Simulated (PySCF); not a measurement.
Gas-phase reaction: H₂S₂ + H₂ → 2 H₂S. Level: ωB97M-V/def2-TZVP†; standard pressure 1 bar.

Computed with PySCF and rigid-rotor harmonic-oscillator thermochemistry at 1 bar. † marks an energy on the PBE0/def2-TZVP geometry and frequencies. All species are closed-shell singlets. No R ln 2 is added for the mirror-image form of H₂S₂. The harmonic model lacks anharmonicity and excited electronic states, which grow with temperature; levels with a mode under 35 cm⁻¹ are left out. Internal rotation in H₂S₂ is treated as a harmonic vibration of one conformer, which makes the entropy rough.

| T (K) | 1000/T (1/K) | log10 K |
|---|---|---|
| 600 | 1.6667 | 6.32 |
| 800 | 1.2500 | 5.00 |
| 1000 | 1.0000 | ? |
| 1200 | 0.8333 | 3.61 |
| 1400 | 0.7143 | 3.20 |
| 1600 | 0.6250 | 2.89 |

Fit log10 K = a + b·(1000/T) to the five rows, get the mean ΔH° and ΔS°, and predict log10 K at 1000 K.

Means: 1000/T = 1.0179, log10 K = 4.204. Sums of products about the means: Sxy = 2.48835, Sxx = 0.755432, so b = Sxy/Sxx = 3.29 and a = 4.204 − (3.29)×1.0179 = 0.86.
ΔH° = −R ln 10 × 1000 K × b = −19.145 × (3.29) = -63 kJ; ΔS° = R ln 10 × a = 16 J/K. The run's own values go from -60 kJ and 22 J/K at 600 K to -68 kJ and 13 J/K at 1600 K.
Prediction at 1000 K: 0.86 + (3.29)×1.0000 = 4.15. The computed value is 4.18, 0.03 from the line.
For scale, ΔH°(298 K) is -56 kJ at this level, -58 kJ at ωB97X-V/def2-TZVP†, and runs from -89 to -37 kJ over the 20 levels computed.
